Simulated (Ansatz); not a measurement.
Basis-set extrapolation for C₄H₆O, SMILES `C#CCOC` (PBE0-D4/def2-TZVP geometry, frozen core, the Gaussian-basis code of Ansatz). Multiplicity 1, RHF reference.

```csv
,def2-TZVPP,def2-QZVPP
HF,-229.829217,-229.839589
MP2 correlation,-0.881895,-0.942156
CCSD(T) correlation,-0.953082,not run
```

Energies in hartree. Use E(X) = E(∞) + A·exp(−7.88·√X) for Hartree–Fock and E(X) = E(∞) + B·X^(−2.97) for correlation, with X = 3 and 4, and add CCSD(T) minus MP2 of the smaller set to the MP2 limit.

Q: What is the CCSD(T) energy at the basis-set limit?

A: HF limit: -229.839589 + (-0.010372) × 0.13774 = -229.84102. MP2 limit: -0.942156 + (-0.060261) × 0.74074 = -0.98679. Higher-order term: -0.953082 − (-0.881895) = -0.07119. Total: -230.89900 hartree, 73.2 kcal/mol below CCSD(T)/def2-TZVPP.
